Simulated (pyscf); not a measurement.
One four-centre exchange on the singlet surface with elements of a group swapped. ωB97M-D3(BJ)/def2-TZVP, kJ/mol, from the separated reactants. PySCF, gas phase, ωB97X-D3(BJ)/def2-SVP geometries.

```csv
step,barrier,reaction energy,imaginary mode (i cm⁻¹)
F–Si(SiH₃)(SiH₃)–SiH₃ + HCl → F–Si(SiH₃)(SiH₃)–SiH₂–Cl + H₂,?,?,441
H₃Si–Si(SiH₃)(SiH₃)–Cl + HF → F–SiH₂–Si(SiH₃)(SiH₃)–Cl + H₂,129.8,-101.3,1144
```

What belongs in the gaps?


- F–Si(SiH₃)(SiH₃)–SiH₃ + HCl → F–Si(SiH₃)(SiH₃)–SiH₂–Cl + H₂, barrier: 107.4
- F–Si(SiH₃)(SiH₃)–SiH₃ + HCl → F–Si(SiH₃)(SiH₃)–SiH₂–Cl + H₂, reaction energy: -70.8

Each row is the saddle that its search found.
